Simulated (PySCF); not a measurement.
Spectra and structures to be paired. Method: TDDFT wB97X-D/def2-SVPD, vertical, gas phase, core orbitals frozen in the response in PySCF. Geometries: PBE0-D3(BJ)/def2-SVP; one conformer of each isolated species. Triplets are in the Tamm–Dancoff approximation.

A. `C[C@H]1COCO1`
B. `CC(C)OC=O`
C. `BS[SiH3]`

Lowest singlet levels (six at most, fewer where fewer were computed) with oscillator strengths:

1. 167 nm (f 0.032); 156 nm (f 0.004); 151 nm (f 0.001); 148 nm (f 0.004); 147 nm (f 0.003); 141 nm (f 0.015); T1 7.34 eV
2. 220 nm (f 0.000); 208 nm (f 0.124); 188 nm (f 0.001); 179 nm (f 0.026); 161 nm (f 0.140); 160 nm (f 0.004); T1 4.70 eV
3. 209 nm (f 0.002); 152 nm (f 0.113); 146 nm (f 0.001); 146 nm (f 0.067); 137 nm (f 0.009); 135 nm (f 0.115); T1 5.44 eV

Task: Match each spectrum to its molecule.

Result: 1 = A, 2 = C, 3 = B.
- A: S1 at 7.44 eV, HOMO→LUMO (66%), HOMO→LUMO+1 (25%); Löwdin shares by element: HOMO oxygen 56%, carbon 13% or more, hydrogen 8% or more (atoms not listed hold the other 23%); LUMO carbon 38% or more, hydrogen 9% or more (atoms not listed hold the other 52%); HOMO -9.29 and LUMO 2.36 eV.
- B: S1 at 5.94 eV, HOMO→LUMO (95%); S1 has the pattern of n→π* at C=O; HOMO -10.23 and LUMO 1.94 eV.
- C: S1 at 5.64 eV, HOMO-1→LUMO (96%); Löwdin shares by element: HOMO sulfur 64%, boron 14%, silicon 11%, hydrogen 4% or more; LUMO boron 49%, sulfur 25%, hydrogen 17% or more; HOMO -10.07 and LUMO 0.30 eV; point group Cs, 1 of its 6 listed states under f = 0.0005.
